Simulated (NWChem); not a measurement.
A series in which one site is exchanged, each optimised at PBE0/def2-SVP with NWChem, gas phase unless a solvent is named. Some are not confirmed as minima by frequencies. def2 effective core potentials on Zr, Hf; no spin-orbit coupling.

A: [Cl][Ti]([Cl])([Cl])[Cl] (TiCl$_{4}$; site = Ti)
B: [Cl][Hf]([Cl])([Cl])[Cl] (HfCl₄; site = Hf)
C: ClC(Cl)(Cl)Cl (CCl4; site = C)
D: [Zr]([Cl])([Cl])([Cl])[Cl] (ZrCl4; site = Zr)

Values for A:

| Item | Value |
|---|---|
| orbital gap (eV), PBE0/def2-SVP | 5.78 |
| vertical ionisation energy, ΔSCF, PBE0/def2-SVP (eV) | 11.55 |
| static polarisability, PBE0/def2-SVPD (bohr³) | 93.3 |
| lowest singlet excitation, PBE0/def2-SVPD, TDA (eV) | 4.22 |

Question: How do these values change for the other members?

Answer: 
| change from A | B | C | D |
|---|---|---|---|
| orbital gap (eV), PBE0/def2-SVP | +1.73 | +2.33 | +1.27 |
| vertical ionisation energy, ΔSCF, PBE0/def2-SVP (eV) | +0.10 | -0.40 | +0.07 |
| static polarisability, PBE0/def2-SVPD (bohr³) | +0.6 | -24.5 | +2.8 |
| lowest singlet excitation, PBE0/def2-SVPD, TDA (eV) | +1.73 | +1.84 | +1.28 |
